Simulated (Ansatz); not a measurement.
Geometry optimisation, UKS PBE-D4/def2-SVP (Ansatz).

input.yaml

```yaml
crystal:
  periodic: [false, false, false]
  atoms:
    - { symbol: H, position_ang: [0.032811, -0.841642, -0.144454] }
    - { symbol: Si, position_ang: [-0.65153, 0.441394, -0.22938] }
    - { symbol: "N", position_ang: [0.305804, 1.85628, 0.107323] }
    - { symbol: S, position_ang: [1.437037, -3.072626, 0.173199] }
    - { symbol: H, position_ang: [-1.78393, 0.408705, 0.763183] }
    - { symbol: H, position_ang: [-1.176776, 0.572247, -1.633871] }
    - { symbol: H, position_ang: [1.015849, 2.14512, -0.569199] }
    - { symbol: H, position_ang: [0.643738, 2.008636, 1.060399] }
    - { symbol: H, position_ang: [0.177097, -3.518014, 0.472799] }
magnetization:
  spin_polarized: true
  initial_magnetization: 1
basis:
  gaussian: { orbitals: def2-SVP }
hamiltonian:
  xc: pbe
  dispersion: d4
relax:
  f_tol: 0.03
  max_steps: 50
```

Command:

```bash
$ ansatz run input.yaml --threads 2 --pin off --max-ram 3072MiB --backend cpu --events-out ev --progress --plain --runs-dir out
```

Q: Where does it end, and by what steps?

A: It converged. The force dipped under the threshold on the way, but the program's further checks kept it going. After 27 steps the energy has fallen by 0.349 eV; H9 moved furthest, 1.48 Å. Parted: H1–Si2 (1.46 → 2.77 Å). Joined: H1–S4 (2.66 → 1.37 Å).

| step | energy less start (eV) | largest force component (eV/Å) | accepted |
| --- | --- | --- | --- |
| 0 | 0.0000 | 1.216 | yes |
| 1 | -0.1006 | 0.595 | yes |
| 2 | -0.1684 | 0.420 | yes |
| 3 | -0.2185 | 0.328 | yes |
| 4 | -0.2379 | 0.243 | yes |
| 5 | -0.2456 | 0.068 | yes |
| 6 | -0.2554 | 0.073 | yes |
| 7 | -0.2583 | 0.447 | yes |
| 8 | -0.2689 | 0.239 | yes |
| 9 | -0.2699 | 0.310 | yes |
| 10 | -0.2751 | 0.164 | yes |
| 11 | -0.2733 | 0.306 | no |
| 12 | -0.2859 | 0.099 | yes |
| 13 | -0.2918 | 0.048 | yes |
| 14 | -0.2956 | 0.196 | yes |
| 15 | -0.3004 | 0.182 | yes |
| 16 | -0.3073 | 0.287 | yes |
| 17 | -0.3155 | 0.324 | yes |
| 18 | -0.3254 | 0.262 | yes |
| 19 | -0.3092 | 0.404 | no |
| 20 | -0.3385 | 0.082 | yes |
| 21 | -0.3435 | 0.036 | yes |
| 22 | -0.3450 | 0.132 | yes |
| 23 | -0.3482 | 0.085 | yes |
| 24 | -0.3488 | 0.032 | yes |
| 25 | -0.3488 | 0.067 | no |
| 26 | -0.3492 | 0.016 | yes |
| 27 | -0.3494 | 0.019 | yes |

```xyz
9
Properties=species:S:1:pos:R:3
H 0.638 -1.731 -0.547
Si -0.915 0.552 -0.751
N 0.350 1.310 0.194
S 1.361 -2.045 0.576
H -1.821 -0.208 0.197
H -1.696 1.664 -1.415
H 0.892 2.065 -0.238
H 0.973 0.669 0.704
H 0.219 -2.278 1.280
```

Whether the end is a true minimum wasn't checked by a vibrational analysis.

Time of the run: 37 s on 2 threads of Intel(R) Xeon(R) Platinum 8488C (Sapphire Rapids), with other jobs on the host, peak memory 0.19 GiB.
